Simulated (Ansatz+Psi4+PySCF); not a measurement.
Two shapes of doublet C2N.

Shape 1:

```xyz
3

N     0.0000    0.0000    0.0000
C     0.0000    1.2550    0.0000
C     0.0000   -1.2350    0.0000
```

Shape 2:

```xyz
3

N     0.0000    0.0000    0.0000
C     0.0000    1.2950    0.0000
C     0.0000   -1.1950    0.0000
```

Basis set: cc-pVTZ (spherical functions). Frozen core: 3 orbitals. Correlation on ROHF uses semicanonical orbitals with singles. Charge 0, multiplicity 2.

Computed with Ansatz (development build ahead of 0.2.0) and Psi4 1.11; each method stands on the lowest determinant of its kind that the runs found.

(1) Which shape is lower in energy, and by how much in each method?

## Answers

(1)

| method | E(2) − E(1) (eV) |
| --- | --- |
| ROHF | -0.079 |
| UHF | 0.050 |
| ROHF-MP2 | 0.194 |
| UHF-MP2 | 0.041 |

The methods disagree on the order. Caution for UHF, UHF-MP2: the unrestricted determinant is spin contaminated.
